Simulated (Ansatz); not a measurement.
Reaction: C3H5 (SMILES [CH]1CC1, doublet) → C3H5 (SMILES [CH]=CC, doublet)
Each species at its own B3LYP-D3(BJ)/def2-TZVP minimum (Ansatz, an electronic-structure program).

Total energies in hartree (Ansatz). Radicals and triplets start from unrestricted determinants; spin-orbit coupling is neglected. Correlated methods leave the cores frozen. No relativity. The UHF reference of C3H5 ([CH]=CC, doublet) is spin-contaminated (<S^2> up to 0.18 over the pure value in the sets run).

| species | HF/cc-pVTZ | CCSD(T)/cc-pVTZ | HF/cc-pVQZ | CCSD(T)/cc-pVQZ | CCSD(T)/cc-pVDZ | CCSDT(Q)/cc-pVDZ |
|---|---|---|---|---|---|---|
| 1: C3H5 (SMILES [CH]1CC1, doublet) | -116.45667 | -116.98652 | -116.46408 | -117.02016 | -116.86558 | -116.86718 |
| 2: C3H5 (SMILES [CH]=CC, doublet) | -116.47158 | -116.99498 | -116.47909 | -117.02843 | -116.87515 | -116.87746 |

Problem. Work out the isomerisation energy (electronic) in kJ/mol: take Hartree-Fock from cc-pVQZ, extrapolate the CCSD(T) correlation energy as X^-3 (X = 3, 4), and add CCSDT(Q) - CCSD(T) in cc-pVDZ. 1 hartree = 2625.5 kJ/mol.

Solution. 
Species 1: correlation (64·(-0.55608) - 27·(-0.52985))/37 = -0.57522; step -0.00160; E1 = -116.46408 + (-0.57522) + (-0.00160) = -117.04090
Species 2: correlation (64·(-0.54934) - 27·(-0.52340))/37 = -0.56827; step -0.00231; E2 = -116.47909 + (-0.56827) + (-0.00231) = -117.04967
-1·E1 +1·E2 = -0.00877 hartree = -23.0 kJ/mol.
